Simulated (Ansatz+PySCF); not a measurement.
doublet HO3: levels of theory in one basis

```xyz
4

H     0.0000    0.5770   -0.9197
O     0.0000   -0.3985   -0.9052
O     0.0000   -0.6303    0.5810
O     0.0000    0.4518    1.2440
```

Basis set: cc-pVTZ (spherical functions). Correlated methods keep 3 orbitals frozen. Correlation on ROHF uses semicanonical orbitals with singles. Charge 0, multiplicity 2.

Computed with Ansatz (development build ahead of 0.2.0) and PySCF 2.14.0; each method stands on the lowest determinant of its kind that the runs found.

| method | E − E(ROHF) (eV) | <S²> of the determinant |
| --- | --- | --- |
| ROHF | 0.00 | 0.75 |
| UHF | -0.28 | 0.94 |
| ROHF-MP2 | -19.20 | – |
| UHF-MP2 | -18.83 | 0.94 |

Task: What does ROHF-CCSD(T) give on the same scale?

Result: -20.52 eV.

Caution for UHF, UHF-MP2: the unrestricted determinant is spin contaminated. Caution for ROHF-MP2, ROHF-CCSD(T): large amplitudes, a single reference is doubtful. Caution for ROHF-MP2, UHF-MP2: forces differ strongly between restricted and unrestricted references.
